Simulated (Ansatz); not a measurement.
Zinc-blende HgSe was calculated with Hartree–Fock (PAW; Ansatz, a first-principles code).

Numerical settings: plane-wave cutoff 460 eV, 8×8×8 k mesh, Fermi–Dirac smearing 0.01 eV, scalar-relativistic PAW data made under PBE.

The cell has the measured lattice: a = b = c = 6.085 Å, α = β = γ = 90.00°.

Problem. Give the computed band gap.

Solution. 
band gap: 5.64 eV (on the SCF k mesh)

Note: cell and atoms aren't relaxed at this level (pressure 6.9 GPa).

Spin–orbit coupling is not included; with these elements it can move the gap by several tenths of an eV or more.

The computed numbers hold no vibrational or temperature effects.

Computing time: very roughly 6 core-minutes.
